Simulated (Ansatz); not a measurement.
Calculated with Ansatz (gas phase, PBE0-D4/def2-TZVP geometries, no zero-point term in ΔE). CCSD(T)/CBS is the MP2 limit (def2-TZVPP, def2-QZVPP) plus CCSD(T) − MP2 in def2-TZVPP, frozen cores. This one scheme is used for every species, atoms too. Functionals use def2-TZVPP. B3LYP here is the variant with VWN-RPA as its local correlation; programs differ in this. Open shells (•) are unrestricted, without spin–orbit coupling. Spin–orbit coupling would lower the free atoms: a little for O. One conformer a species, not always the lowest.

Reaction (atomization): `O=P(O)(O)O` → 3 H• + 4 O• + P•

```json
{"level": "LDA (SPW92)", "ΔE (kJ/mol)": "3809.2"}
{"level": "PBE-D4", "ΔE (kJ/mol)": "3266.0"}
{"level": "revPBE-D4", "ΔE (kJ/mol)": "3146.7"}
{"level": "B97M-V", "ΔE (kJ/mol)": "3181.8"}
{"level": "B3LYP-D4", "ΔE (kJ/mol)": "3155.3"}
{"level": "r2SCANh-D4", "ΔE (kJ/mol)": "3147.6"}
{"level": "revPBE", "ΔE (kJ/mol)": "3093.0"}
{"level": "CCSD/def2-TZVPP", "ΔE (kJ/mol)": "3002.1"}
```

Question: What does CCSD(T)/CBS give? (Estimate.)

Answer: Computed: +3205.4 kJ/mol. The listed levels differ from it by 603.8, 60.6, -58.7, -23.6, -50.1, -57.8, -112.4, -203.3 kJ/mol.

Largest T1 diagnostic among the species: 0.013.

The D4 term adds +25.3 kJ/mol with B3LYP and +12.9 kJ/mol with PBE0; it sums over pairs of atoms, weighted by their polarisabilities, and B3LYP, whose exchange is more repulsive, gets the larger term. At CCSD(T), def2-SVP lies −430.0 kJ/mol from the extrapolated value and def2-TZVPP −134.8 kJ/mol: correlation converges slowly with the basis, and small sets miss more of it in the bonded molecule than in its fragments. Leaving LDA and LC-ωPBE aside and taking each functional with its dispersion term where it has one, the values, not all of them listed here, spread over 278.8 kJ/mol, from BHLYP-D4 to PBE-D4. LDA lies +558.8 kJ/mol from PBE without D4, its usual overbinding.

For atomizations the MP2-based limit and the directly extrapolated one differ by several kJ/mol either way, and by 10 to 25 for some Ge, Se and Sn compounds, so smaller differences from it don't rank the levels.
